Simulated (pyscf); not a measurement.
Single points on ωB97X-D3(BJ)/def2-SVP structures (PySCF, gas phase).

Question: Estimate by transition-state theory the rate constant of H₃C–Cd–NH₂ + CH₄ → H₃C–Cd–CH₃ + NH₃ (singlet surface; Cd–N, C–H broken, C–Cd, H–N formed) at 600 K, with ωB97M-D3(BJ)/def2-TZVP energies (ideal gas, 1 atm, RRHO with modes under 100 cm⁻¹ raised to 100, one conformer, R ln 2 for chiral ones without a mode under 150 cm⁻¹; no tunnelling).

Answer: The electronic barrier is 36.0 kcal/mol and the thermal terms add +15.7, so ΔG‡ = 51.7 kcal/mol. With k_BT/h = 1.25e+13 s⁻¹ and RT = 1.192 kcal/mol, and a volume of 8.18e-20 cm³ per molecule at 1 atm, k = 1.5e-25 cm³ molecule⁻¹ s⁻¹. Wigner's tunnelling factor for 1587i cm⁻¹ would be 1.60, likely too low at so high a frequency. A shift of 1 kcal/mol in the barrier changes k by a factor 2.3. On the product side the descent ends in a bound adduct (not fully relaxed), 8.2 kcal/mol under the separated species and 39.0 kcal/mol under the saddle at ωB97X-D3(BJ)/def2-TZVP. One saddle was located; it need not be the lowest between these sides. Elements past Kr carry the def2 core potentials, without spin-orbit coupling.
